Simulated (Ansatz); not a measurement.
# C4H4F2: how energies converge with the basis set

An exercise on one series of results from a longer session: the logs are not shown, and one member is left open.

Program: Ansatz 0.2.0, Gaussian basis. Level of theory: one geometry, several basis sets. These are calculated values, not measurements.

Levels to be run: PBE0-D4/def2-SVP; ωB97M-V/def2-SVP; PBE0-D4/def2-QZVPP; ωB97M-V/def2-QZVPP; the functionals' def2-TZVPP values are taken from earlier runs.

## The relaxed structure

The geometry comes from an earlier relaxation with PBE0-D4 in a triple-zeta def2 set; it is a stationary point, not always the lowest conformer.

SMILES `C=C(F)C(=C)F`, 10 atoms, charge 0, spin multiplicity 1.

Atoms are counted from 1 here; the program's logs count them from 0.

Bond lengths: C1–C2 1.324 Å, C1–H7 1.081 Å, C1–H8 1.079 Å, C2–F3 1.338 Å, C2–C4 1.457 Å, C4–C5 1.324 Å, C4–F6 1.338 Å, C5–H9 1.081 Å, C5–H10 1.079 Å. Angles: C2–C1–H7 120.6°, C2–C1–H8 119.7°, H7–C1–H8 119.7°, C1–C2–F3 120.8°, C1–C2–C4 126.4°, F3–C2–C4 112.8°, C2–C4–C5 126.4°, C2–C4–F6 112.8°, C5–C4–F6 120.8°, C4–C5–H9 120.6°, C4–C5–H10 119.7°, H9–C5–H10 119.7°.

Set-up of the first run:

Input file in.yaml:

```yaml
crystal:
  periodic: [false, false, false]
  atoms:
    - {symbol: C, position_ang: [-0.063420, -1.782438, 0.512548]}
    - {symbol: C, position_ang: [0.396120, -0.569392, 0.248623]}
    - {symbol: F, position_ang: [1.688201, -0.270776, 0.429139]}
    - {symbol: C, position_ang: [-0.379617, 0.559261, -0.247599]}
    - {symbol: C, position_ang: [0.080033, 1.772186, -0.511886]}
    - {symbol: F, position_ang: [-1.671796, 0.260790, -0.427625]}
    - {symbol: H, position_ang: [0.599016, -2.554260, 0.879052]}
    - {symbol: H, position_ang: [-1.109016, -2.003243, 0.359943]}
    - {symbol: H, position_ang: [-0.582244, 2.543910, -0.878880]}
    - {symbol: H, position_ang: [1.125822, 1.992661, -0.360117]}
basis:
  gaussian: {orbitals: def2-SVP}
hamiltonian: {xc: pbe0, dispersion: d4}
output: {orbitals: {seedname: orbitals}}
```

Run with:

```sh
$ ansatz run in.yaml --threads 4 --pin off --events-out ev --progress --plain --max-ram 10444MiB
```

Steps of the session up to this table: PBE0-D4 in def2-SVP; ωB97M-V in def2-SVP; PBE0-D4 in def2-QZVPP; ωB97M-V in def2-QZVPP.

One of the session's tables, all rows but one given; the rest of the session is left out.

It belongs to the step «Density functionals: the series». 

```
functional       basis  HOMO (eV)
   PBE0-D4    def2-SVP      -7.19
   PBE0-D4  def2-TZVPP      -7.26
   PBE0-D4  def2-QZVPP      -7.29
   ωB97M-V    def2-SVP      -9.30
   ωB97M-V  def2-TZVPP      -9.39
   ωB97M-V  def2-QZVPP          ?
```

**Question.** Estimate the row for ωB97M-V, def2-QZVPP.

**Answer.** HOMO (eV): -9.41. In the column «HOMO (eV)» it is the lowest.
